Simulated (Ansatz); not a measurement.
# Heating and cooling a random packing of C

A packing of 16 atoms, thrown in at random and pushed apart as soft spheres with like charges further apart (16 C) went through Langevin stages in a fixed cell of 9.50 Å³/atom, at one k point, without spin and with a Fermi–Dirac width of kT (0.05 eV at least). Computed with DFT PBE, scalar-relativistic, plane waves, PAW in Ansatz.

```tsv
thermostat (K)	duration (fs)	friction (1/fs)	cutoff (eV)	mean T (K)	mean P (GPa)	mean square displacement (Å²)
6000	48	0.030	320	7861	7.1	1.53
6000	500	0.030	420	5704	4.9	6.81
4320	500	0.030	420	4149	-2.4	3.92
2400	500	0.030	420	2327	-14.7	0.23
300	500	0.030	420	322	-21.1	0.04
```

Means run over the second half of a stage; pressure includes the kinetic part; displacements count from the stage's start, the atoms' common shift taken off.

Cell and atoms were then relaxed on coarser meshes and computed once more: Settings: cutoff 420 eV, Γ-centred mesh 7×7×6 on the computed 16-atom cell, Gaussian smearing of 0.10 eV; no spin polarisation.

Problem. What structure is left?

Solution. One draw of many: 8.40 Å³/atom with no gap on the mesh, 0.69 eV/atom above the elements' standard states (static lattices, no corrections for gases) (a random packing after short dynamics, relaxed).

Counting as bonded all pairs within 1.2 times the summed covalent radii:

| atom → neighbour | mean count | mean length (Å) | spread (Å) |
| --- | --- | --- | --- |
| C → C | 3.00 | 1.45 | 0.06 |

Angles between all pairs of such bonds at an atom (mean ± spread): 120 ± 8° at C.

```
CELL_PARAMETERS angstrom
5.17990 0.31123 -0.09106
0.29420 4.77825 -0.03554
-0.08854 -0.04106 5.45314
ATOMIC_POSITIONS crystal
C 0.54791 0.24997 0.72218
C 0.87070 0.65364 0.30997
C 0.04344 0.02749 0.60106
C 0.22349 0.10407 0.43849
C 0.72113 0.73516 0.72403
C 0.88734 0.81426 0.54021
C 0.74065 0.42991 0.77141
C 0.38008 0.52426 0.32882
C 0.11538 0.28789 0.03072
C 0.26389 0.06271 0.16579
C 0.57441 0.95520 0.84131
C 0.98461 0.24641 0.81117
C 0.39004 0.30674 0.51250
C 0.57923 0.65509 0.22811
C 0.47127 0.89385 0.07187
C 0.09473 0.53224 0.20138
```

The final mesh leaves forces up to 0.12 eV/Å and stresses up to 0.3 GPa: the relaxation ran on a coarser mesh, so the cell's shape, its bonds and its energy belong partly to that mesh.

Cost: 6 runs of about 41 core-minutes in all (earlier runs that led there not counted), on Arm Neoverse N1 (shared hosts).